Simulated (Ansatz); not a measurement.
**Worked example: building the atomization energy of CH₄, singlet**

Measured: the G2/97 heats of formation, with zero-point and thermal terms from B3LYP taken off, give an electronic atomization energy of 420.2 kcal/mol (Curtiss et al., J. Chem. Phys. 106, 1063 (1997); Staroverov et al., J. Chem. Phys. 119, 12129 (2003)). The calculation below tries to reproduce it.

Geometry (MP2(full)/6-31G*, from the G2/97 set):

```json
{"atom": "C", "x (Å)": "0.0000", "y (Å)": "0.0000", "z (Å)": "0.0000"}
{"atom": "H", "x (Å)": "0.6291", "y (Å)": "0.6291", "z (Å)": "0.6291"}
{"atom": "H", "x (Å)": "-0.6291", "y (Å)": "-0.6291", "z (Å)": "0.6291"}
{"atom": "H", "x (Å)": "0.6291", "y (Å)": "-0.6291", "z (Å)": "-0.6291"}
{"atom": "H", "x (Å)": "-0.6291", "y (Å)": "0.6291", "z (Å)": "-0.6291"}
```

Atomization energies (atoms less molecule, kcal/mol) from Ansatz 0.2.0, frozen cores, restricted molecule, unrestricted atoms (their steps beyond CCSDT(Q) from restricted open-shell runs), sets cc-pVDZ, cc-pVTZ, cc-pVQZ:

| level | DZ | TZ | QZ |
| --- | --- | --- | --- |
| HF | 323.20 | 327.88 | 328.21 |
| CCSD(T) | 395.10 | 412.96 | 417.02 |
| CCSDT | 395.15 | 412.92 | 416.94 |
| CCSDT(Q) | 395.23 | 412.99 | 417.03 |
| CCSDTQ | 395.24 | 413.01 | – |
| full CI | 395.24 | – | – |

Task: Extrapolate Hartree–Fock with exp(−5.46 √X) and the CCSD(T) correlation part with X⁻³ (X = 3, 4), add each higher step from the largest set that has it, and compare with the measured value.

Result: Hartree–Fock: 328.21 + (328.21 − 327.88) × 0.301 = 328.31.
Correlation: TZ 85.08, QZ 88.81; (64 × 88.81 − 27 × 85.08) / 37 = 91.53.
Full triples (QZ): 416.94 − 417.02 = -0.08.
(Q) (QZ): 417.03 − 416.94 = 0.09.
Full quadruples (TZ): 413.01 − 412.99 = 0.02.
Full CI (DZ): 395.24 − 395.24 = 0.00.
Sum: 419.9 kcal/mol, 0.3 below the measured 420.2.

The steps beyond CCSD(T) add 0.03 kcal/mol, while going from QZ to the limit adds 2.82. Core correlation, scalar relativity, spin–orbit terms and the relaxation from this MP2 geometry are missing from the sum, and the measured value has its own uncertainty.
